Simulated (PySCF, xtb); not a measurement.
Bonds broken one at a time in the series In OH-NH2. All species are isolated molecules in the gas phase. One relaxed conformer stands for each flexible species; it need not be the lowest. Strings in code marks are SMILES.

Quantity: homolytic bond dissociation enthalpy at 298 K (no spin–orbit term), in kJ/mol. Thermal and zero-point terms are GFN2-xTB rigid-rotor harmonic values (xtb).

Level 1: PBE-D3(BJ)/def2-TZVP (PySCF)
Level 2: B3LYP/6-311+G** (LANL2DZ on In) // PBE-D3(BJ)/def2-TZVP (PySCF)
Level 3: M06-2X/6-31G* (LANL2DZ on In) // PBE-D3(BJ)/def2-TZVP (PySCF)
Level 4: PBE/6-31G* (LANL2DZ on In) // PBE-D3(BJ)/def2-TZVP (PySCF)

```tsv
species	level 2	level 3	level 4
N–In bond of `[NH2][In]([NH2])[NH2]`, giving `[NH2]` and `[NH2][In][NH2]`	302.8	338.9	300.6
In–O bond of `[NH2][In]([NH2])[OH]`, giving `[NH2][In][NH2]` and `[OH]`	374.9	406.0	383.1
```

Task: What does level 1 give for each?

Result: 
- N–In bond of `[NH2][In]([NH2])[NH2]`, giving `[NH2]` and `[NH2][In][NH2]`: 282.6
- In–O bond of `[NH2][In]([NH2])[OH]`, giving `[NH2][In][NH2]` and `[OH]`: 355.5
